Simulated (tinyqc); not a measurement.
Inside a calculation. Method: RKS/BP86 in the sto-6g basis, for H2O, spin multiplicity 1. One step of it, computed by the program tinyqc.

Task: Iteration 20 (converged): orbitals. Diagonalise F' = X^T F X, C = X C', fill 5 alpha and 5 beta electrons from the bottom; D = 2 C_occ C_occ^T. Each column has its largest component positive (the first on a tie).

converged F (hartree), order 1O 1s, 1O 2s, 1O 2px, 1O 2py, 1O 2pz, 2H 1s, 3H 1s:
```
[[-18.719676, -4.576972, 0.000000, 0.000000, -0.024338, -1.185961, -1.185961],
 [-4.576972, -1.857974, 0.000000, 0.000000, -0.195623, -0.810422, -0.810422],
 [0.000000, 0.000000, -0.083183, 0.000000, 0.000000, 0.000000, 0.000000],
 [0.000000, 0.000000, 0.000000, -0.224930, 0.000000, -0.233752, 0.233752],
 [-0.024338, -0.195623, 0.000000, 0.000000, -0.198506, -0.279177, -0.279177],
 [-1.185961, -0.810422, 0.000000, -0.233752, -0.279177, -0.474158, -0.366703],
 [-1.185961, -0.810422, 0.000000, 0.233752, -0.279177, -0.366703, -0.474158]]
```

X, order 1O 1s, 1O 2s, 1O 2px, 1O 2py, 1O 2pz, 2H 1s, 3H 1s:
```
[[-0.280186, 0.000000, 0.765304, 0.000000, -0.619873, 0.000000, 0.135946],
 [1.222835, 0.000000, -0.318942, 0.000000, -0.316962, 0.000000, 0.400333],
 [0.000000, 0.000000, 0.000000, 1.000000, 0.000000, 0.000000, 0.000000],
 [0.000000, -0.914270, 0.000000, 0.000000, 0.000000, 0.718619, 0.000000],
 [0.611104, 0.000000, 0.638508, 0.000000, 0.633953, 0.000000, 0.200088],
 [-0.768313, 0.921693, -0.139427, 0.000000, 0.112909, 0.356415, 0.373367],
 [-0.768313, -0.921693, -0.139427, 0.000000, 0.112909, -0.356415, 0.373367]]
```

Give: F' = X^T F X; orbital energies; coefficients C; D after iteration 20.

Result:

F' = X^T F X (hartree):
```
[[0.0863, 0.0000, 1.1697, 0.0000, -0.9391, 0.0000, 0.1306],
 [0.0000, 0.4173, 0.0000, 0.0000, 0.0000, -0.0801, 0.0000],
 [1.1697, 0.0000, -8.5149, 0.0000, 8.5070, 0.0000, -3.3622],
 [0.0000, 0.0000, 0.0000, -0.0832, 0.0000, 0.0000, 0.0000],
 [-0.9391, 0.0000, 8.5070, 0.0000, -8.8135, 0.0000, 3.5002],
 [0.0000, -0.0801, 0.0000, 0.0000, 0.0000, -0.3829, 0.0000],
 [0.1306, 0.0000, -3.3622, 0.0000, 3.5002, 0.0000, -2.2257]]
```

orbital energies (hartree): [-18.7242, -0.8841, -0.3909, -0.1930, -0.0832, 0.3336, 0.4253]

coefficients C, order 1O 1s, 1O 2s, 1O 2px, 1O 2py, 1O 2pz, 2H 1s, 3H 1s:
```
[[0.9958, -0.2116, 0.0000, 0.1269, 0.0000, -0.1197, 0.0000],
 [0.0203, 0.7723, 0.0000, -0.6624, 0.0000, 0.9067, 0.0000],
 [0.0000, 0.0000, 0.0000, 0.0000, 1.0000, 0.0000, 0.0000],
 [0.0000, 0.0000, 0.6249, 0.0000, 0.0000, 0.0000, 0.9807],
 [0.0044, 0.2330, 0.0000, 0.7278, 0.0000, 0.7994, 0.0000],
 [-0.0055, 0.1730, 0.4456, 0.2699, 0.0000, -0.8118, -0.8820],
 [-0.0055, 0.1730, -0.4456, 0.2699, 0.0000, -0.8118, 0.8820]]
```

D after iteration 20, order 1O 1s, 1O 2s, 1O 2px, 1O 2py, 1O 2pz, 2H 1s, 3H 1s:
```
[[2.1052, -0.4545, 0.0000, 0.0000, 0.0948, -0.0157, -0.0157],
 [-0.4545, 2.0713, 0.0000, 0.0000, -0.6041, -0.0905, -0.0905],
 [0.0000, 0.0000, 2.0000, 0.0000, 0.0000, 0.0000, 0.0000],
 [0.0000, 0.0000, 0.0000, 0.7810, 0.0000, 0.5569, -0.5569],
 [0.0948, -0.6041, 0.0000, 0.0000, 1.1680, 0.4735, 0.4735],
 [-0.0157, -0.0905, 0.0000, 0.5569, 0.4735, 0.6028, -0.1915],
 [-0.0157, -0.0905, 0.0000, -0.5569, 0.4735, -0.1915, 0.6028]]
```
